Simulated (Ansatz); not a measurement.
One change: `CCCCCO` becomes `CCCCC(C)C`.

Ansatz, PBE0-D4/def2-TZVP geometries, multiplicity 1. Each molecule was computed in one conformer, which needn't be the lowest.

| property | `CCCCCO` |
| --- | --- |
| HOMO–LUMO gap (B3LYP/def2-TZVPP) / eV | 8.18 |
| HOMO energy (PBE0/def2-TZVPP) / eV | -7.76 |
| HOMO energy (B3LYP/def2-TZVPP) / eV | -7.53 |
| LUMO energy (PBE0/def2-TZVPP) / eV | 1.02 |
| size of the dipole moment (PBE/def2-TZVPP) / D | 1.46 |
| HOMO energy (PBE/def2-TZVPP) / eV | -6.13 |

(1) What does the change do to each property? (An estimate is asked.)

Results:

(1) The calculation gave: 
```json
{"property": "HOMO–LUMO gap (B3LYP/def2-TZVPP) / eV", "`CCCCC(C)C`": "9.27", "shift": "1.09"}
{"property": "HOMO energy (PBE0/def2-TZVPP) / eV", "`CCCCC(C)C`": "-8.59", "shift": "-0.83"}
{"property": "HOMO energy (B3LYP/def2-TZVPP) / eV", "`CCCCC(C)C`": "-8.39", "shift": "-0.86"}
{"property": "LUMO energy (PBE0/def2-TZVPP) / eV", "`CCCCC(C)C`": "1.20", "shift": "0.18"}
{"property": "size of the dipole moment (PBE/def2-TZVPP) / D", "`CCCCC(C)C`": "0.09", "shift": "-1.37"}
{"property": "HOMO energy (PBE/def2-TZVPP) / eV", "`CCCCC(C)C`": "-7.26", "shift": "-1.13"}
```

With PBE0 the HOMO falls by 0.83 eV and the LUMO rises by 0.18 eV, so the gap widens by about 1.01 eV. PBE moves the HOMO by -1.13 eV and ωB97M-V by -0.67 eV. Dipoles are sizes alone; their direction can turn.

B3LYP here is the variant with VWN-RPA as its local correlation; programs differ in this.
